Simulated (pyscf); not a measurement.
A first-order saddle from PySCF, ωB97X-D3(BJ)/def2-SVP:

```
O
Si 1 1.6455
H 1 1.3796 2 143.30
O 3 1.0621 1 138.08 2 130.28
H 4 0.9682 3 108.80 1 110.48
H 2 1.4943 1 111.87 3 121.71
H 2 1.4971 6 107.87 1 123.50
H 2 1.5008 6 107.74 7 115.96
As 4 2.1131 5 109.02 3 88.67
H 9 1.5215 4 110.46 5 -177.93
H 9 1.5476 10 88.55 1 136.60
```

Surface: singlet, charge 0. Lowest wavenumbers (cm⁻¹): 445i, 41, 54, 122, 239.

### Question
What reaction is this the transition state of?

### Answer
H₃Si–O–AsH₂ (SMILES [SiH3]O[AsH2]) + H₂O (SMILES O) ⇌ HO–AsH₂ (SMILES O[AsH2]) + HO–SiH₃ (SMILES O[SiH3]), a four-centre exchange read from left to right: As–O, H–O broken and As–O, H–O formed. At ωB97M-D3(BJ)/def2-TZVP it lies +30.1 kcal/mol from the left side and +27.8 kcal/mol from the right (each side as separated species at their lowest minima found). On the reactant side the descent ends in a complex, 4.9 kcal/mol under the separated species and 36.2 kcal/mol under the saddle at ωB97X-D3(BJ)/def2-TZVP. On the product side the descent ends in a complex (not fully relaxed), 7.0 kcal/mol under the separated species and 34.3 kcal/mol under the saddle at ωB97X-D3(BJ)/def2-TZVP. H₃Si–O–AsH₂ lies 10.7 kcal/mol over its isomer HO–SiH₂–AsH₂ (electronic energy, ωB97M-D3(BJ)/def2-TZVP). Another saddle between the same species, by other bonds, lies lower (24.0 kcal/mol against 30.1 kcal/mol at ωB97M-D3(BJ)/def2-TZVP). Elements up to Kr have no core potential and no relativistic terms here.
